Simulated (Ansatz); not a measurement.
Relaxing OsPd₃

Theory: Ansatz, DFT r2SCAN, scalar-relativistic, plane waves, PAW. Cutoff 500 eV, Γ-centred k mesh, Gaussian smearing, no spin polarisation in the final step.

The start puts OsPd₃ on the Cu3Au (L1_2) structure type (Pm-3m, No. 221), with Os in place of Au, Pd in place of Cu, at a guessed volume.

```
Pd Os
1.0
     3.79804    0.00000    0.00000
     0.00000    3.79804    0.00000
     0.00000    0.00000    3.79804
Pd Os
3 1
Direct
  0.00000 0.50000 0.50000
  0.50000 0.00000 0.50000
  0.50000 0.50000 0.00000
  0.00000 0.00000 0.00000
```

Steps on the 4×4×4 mesh (4 atoms). 5 of 5 steps are shown, and the free energy counts from the last. Trial steps that were taken back and renewals of the plane-wave basis can be among the rows.

```tsv
step	ΔF (meV/atom)	V (Å³/atom)	P (GPa)
1	54.2	13.70	19.32
2	40.6	15.58	-12.31
3	2.6	14.79	-2.05
4	1.6	14.64	0.30
5	0.0	14.64	0.36
```

A final relaxation ran on a 12×12×12 mesh. The relaxed crystal, Pm-3m (No. 221):

```
Pd Os
1.0
     3.87629    0.00000    0.00000
     0.00000    3.87629    0.00000
     0.00000    0.00000    3.87629
Pd Os
3 1
Direct
  0.00000 0.50000 0.50000
  0.50000 0.00000 0.50000
  0.50000 0.50000 0.00000
  0.00000 0.00000 0.00000
```

```yaml
Volume_per_atom: 14.56 Å³
Density: 14.53 g/cm³
Energy_over_the_elements: 0.37 eV/atom
Gap_on_the_12×12×12_mesh: 0 eV (a metal)
```

Energies over the elements count from the elements' standard structures at the same level, with no empirical corrections.

The final run used a 12×12×12 mesh on its 4-atom cell and 0.10 eV smearing. For metals, differences of a few meV/atom aren't resolved. Spin–orbit coupling is left out.

Symmetry constrained the relaxation, so the result can be a saddle point.

Cost: 3 runs of about 1.6 core-minutes in all, on AMD EPYC 7B13 (Zen 3) (shared hosts).